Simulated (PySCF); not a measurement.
CH, SMILES [CH] (connectivity only; charge and spin as stated), charge +1, multiplicity 1. Atoms are numbered in the order given.

```xyz
2

C      0.0000     0.0000    -0.1649
H      0.0000     0.0000     0.9896
```
Charge +1, spin multiplicity 1.

Geometry: PBE-D3(BJ)/def2-TZVPD.

Method: PBE-D3(BJ)/def2-TZVPD (PySCF).

No scaling factor is applied to the harmonic values.

Computed vibrational spectrum:
```csv
mode,ν (cm⁻¹),IR (km/mol),moving atoms (share of kinetic energy)
1,2679,0.1,H 92 %
```
